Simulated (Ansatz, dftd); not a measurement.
Barrier from H (doublet) + HO (SMILES [OH], doublet) to the saddle point below; all geometries are those of the HTBH38 set.
```xyz
3

H      0.0000     0.0000     0.8603
O      0.0000     0.0000    -0.3290
H      0.0000     0.0000     1.7719
```
Charge 0, spin multiplicity 3.

Wanted: barrier height (electronic, no zero-point energy), in kJ/mol. UHF or UKS for unpaired electrons; spin-orbit terms are left out. Correlated methods leave the cores frozen. Rows without X2C or -DK are non-relativistic. CBS(X,Y): correlation extrapolated as X^-3, Hartree-Fock from the larger set. A bracket is a step between two methods taken in the basis named. Functionals run without relativity, which enters their misses. Double hybrids freeze cores in their MP2 part. '+ core + X2C': CCSD(T) terms for core correlation (cc-pwCVTZ) and scalar relativity (cc-pVTZ-DK). For partners of very few electrons the exact lower level stands in for a higher one. The UHF reference of H2O (saddle point or complex, triplet) is spin-contaminated (<S^2> up to 0.06 over the pure value in the sets run).

```json
[
 {"level": "wB97X-V/def2-TZVPD", "program": "Ansatz", "barrier height (kJ/mol)": "35.5"},
 {"level": "B2PLYP/def2-TZVPD", "program": "Ansatz", "barrier height (kJ/mol)": "32.8"},
 {"level": "B2GP-PLYP-D3(BJ)/def2-TZVPD", "program": "Ansatz + dftd3", "barrier height (kJ/mol)": "39.8"},
 {"level": "MP2/aug-cc-pVDZ", "program": "Ansatz", "barrier height (kJ/mol)": "70.8"},
 {"level": "CCSD(T)/aug-cc-pVDZ", "program": "Ansatz", "barrier height (kJ/mol)": "40.9"}
]
```

### Question
Predict the result of CCSD(T)/CBS(aug-cc-pVTZ,aug-cc-pVQZ) + [CCSDT(Q) - CCSD(T)]/aug-cc-pVTZ + [CCSDTQ - CCSDT(Q)]/aug-cc-pVDZ + core + X2C (Ansatz, a quantum-chemistry and plane-wave program).

### Answer
43.8 kJ/mol; the difference of CCSD(T)/aug-cc-pVDZ is -2.9 kJ/mol.
